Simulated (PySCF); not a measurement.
Fluorine: a sound run and one with changed settings

Sound run: F [He] 2s2 2p5, F⁺ [He] 2s2 2p4. Calculation: PySCF 2.14, in def2-TZVP; the non-relativistic Hamiltonian (point nucleus). In the sound run the correlated levels freeze 1s2. The sound run starts from symmetry-adapted Hartree-Fock orbitals and uses a fine grid where one is needed.

Changed run: initial guess atom, at most 50 SCF cycles.

```tsv
species	method	sound run (hartree)	changed run (hartree)	converged
F	UHF	-99.41180	-99.41180	yes
F	r2SCAN	-99.72760	-99.72760	yes
F	CCSD(T)	-99.62506	-99.62506	yes
F⁺	TPSS	-99.13388	-99.13388	yes
F⁺	MP2	-98.97723	-98.97723	yes
```

Here the plain start reaches the same solutions.
